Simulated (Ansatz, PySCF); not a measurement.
**PBE against other levels and measurement: rock-salt KBr**

Programs: Ansatz (a program for electronic structure), PySCF.

```tsv
property	PBE	LDA	r²SCAN	reference	PBE less reference
lattice constant a (Å)	6.705	6.372	6.609	6.541	+2.51 %
bulk modulus (GPa)	13.5	20.3	15.9	17.9	-25 %
cohesive energy (eV/atom)	2.87	3.26	3.08	3.10	not scored
band gap (eV), at the measured cell, all with SOC	4.28 (direct)	3.87	4.92	7.4* (7.40–7.60)	-3.12 eV
electronic dielectric constant ε∞	2.50	2.76	2.44	2.36*	+5.9 %
dielectric constant ε0 (ions relaxed)	5.68	4.84	4.81	4.88* (4.52–4.90)	+16.4 %
Born effective charge (magnitude) (e)	1.14	1.10	1.11	–	–
zone-centre TO phonon frequency (cm⁻¹)	100	130	116	113* (113–123)	-11.5 %
zone-centre LO phonon frequency (cm⁻¹)	151	172	163	166*	-9.0 %
elastic constant C11 (GPa)	30.3	50.2	38.6	34.8*	-12.9 %
elastic constant C44 (GPa)	5.23	5.06	5.31	5.07*	+3.2 %
Voigt–Reuss–Hill shear modulus (GPa)	7.51	9.68	8.66	–	–
enthalpy of formation (eV/atom)	-1.769	-1.772	-1.988	-2.041*	not scored
quasi-harmonic linear expansion coefficient at 300 K (×10⁻⁶/K)	59.9	38.4	–	–	–
```

PBE is well off the measurement for the lattice constant a (+2.51 %, at least halved by r²SCAN); bulk modulus (-25 %, at least halved by r²SCAN); band gap (-3.12 eV); elastic constant C11 (-12.9 %).  In between, or not called against an uncorrected reference: high-frequency dielectric constant (+5.9 %), static dielectric constant (+16.4 %), zone-centre TO phonon frequency (-11.5 %), zone-centre LO phonon frequency (-9.0 %), elastic constant C44 (+3.2 %). Where no measured value is used, PBE differs from r²SCAN by +2.7 % in the Born effective charge (magnitude); from r²SCAN by -13.3 % in the Voigt–Reuss–Hill shear modulus; from LDA by +56 % in the quasi-harmonic linear expansion coefficient at 300 K.

A star marks values at room or unstated temperature without corrections; heat and zero-point motion as a rule enlarge cells and lower moduli and gaps.

Low-temperature values still hold zero-point motion unless their source removed it.

Called good within 0.30 % for the lattice constant a, 5.0 % for the bulk modulus.

Called well off beyond 0.83 % for the lattice constant a, 13.3 % for the bulk modulus, 1.30 eV for the band gap, 50 % for the high-frequency dielectric constant, 36 % for the static dielectric constant, 44 % for the zone-centre TO phonon frequency, 15.0 % for the zone-centre LO phonon frequency (bounds picked here from the quality of each reference); against an uncorrected reference the elastic constant C11 is called beyond 10 % where a correction would as a rule widen the miss, else beyond 20 %; against an uncorrected reference the elastic constant C44 is called beyond 10 % where a correction would as a rule widen the miss, else beyond 20 %.

Not scored: cohesive energy (spin–orbit coupling left out), formation enthalpy (a doubt on the run).

Brackets give the range of the sources taken for a reference, where it is wide.

Differences are worked out from the printed values.

The references are measured values: lattice constant a low temperature, bulk modulus low temperature, cohesive energy corrected to a static lattice, band gap temperature unstated, high-frequency dielectric constant room temperature, unchecked, static dielectric constant room temperature, zone-centre TO phonon frequency temperature unstated, zone-centre LO phonon frequency temperature unstated, elastic constant C11 temperature unstated, elastic constant C44 temperature unstated, formation enthalpy room temperature, unchecked.

Unless a row names a cell, each level is at its own relaxed cell.

Density-functional gaps are differences of (generalised) Kohn–Sham levels.

Caveats: an element's reference phase differs from the standard state of thermochemical tables (PBE, LDA, r²SCAN). Ansatz's density-functional and Hartree–Fock values are scalar-relativistic unless marked +SOC, with PAW data made under PBE.

References as tabulated in Doll and Stoll (1998), arXiv:cond-mat/9801031; Oses et al. (2018), arXiv:1811.08464; Aguado et al. (1998), arXiv:cond-mat/9809176; Li (1976), doi:10.1063/1.555536 and others.
